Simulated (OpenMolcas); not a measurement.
# A ladder of methods for AlClF (SMILES [F][Al][Cl])

AlClF: 3 atoms, total charge 0, spin state doublet. SMILES: `[F][Al][Cl]`. The shape comes from GFN2-xTB, which is rough for such elements, and wasn't checked as a minimum.

```
atom    x (Å)    y (Å)    z (Å)
   F  -1.1021   1.1225  -0.4893
  Al  -0.3350  -0.3286  -0.2168
  Cl   1.4371  -0.7940   0.7060
```

Quantity: the energy change with the Al2–Cl3 bond stretched from 2.051 to 5.129 Å, in eV. The values are calculated.

| level | kind | program | value (eV) | less FCI/STO-3G | CPU time (all runs) |
| --- | --- | --- | --- | --- | --- |
| ROHF/STO-3G | Hartree–Fock | OpenMolcas | 3.17 | +0.23 | 4.7 s |
| USVWN5/STO-3G | LDA | OpenMolcas | 3.28 | +0.34 | 36 s |
| UPBE/STO-3G | GGA | OpenMolcas | 2.94 | 0.00 | 49 s |
| U-r2SCAN/STO-3G | meta-GGA | OpenMolcas | 3.15 | +0.21 | 24 s |
| UPBE0/STO-3G | global hybrid | OpenMolcas | 3.33 | +0.39 | 60 s |
| CASSCF(3,3)/STO-3G | multireference | OpenMolcas | 2.90 | -0.04 | 4.8 s |
| FCI/STO-3G | exact in the basis | OpenMolcas | 2.94 | 0.00 | 52 s |

FCI/STO-3G is exact within its basis and frozen core, so for wave-function methods in that basis the difference is their error; functionals converge differently with the basis, so for them it is only a difference. The first shape isn't each level's own minimum. The values span 2.90 to 3.33 eV. All rows use very small basis sets, so even the best lies far from the true value. CPU times are rough (shared hosts, several kinds of processor): they show what a rung costs within a factor of a few.
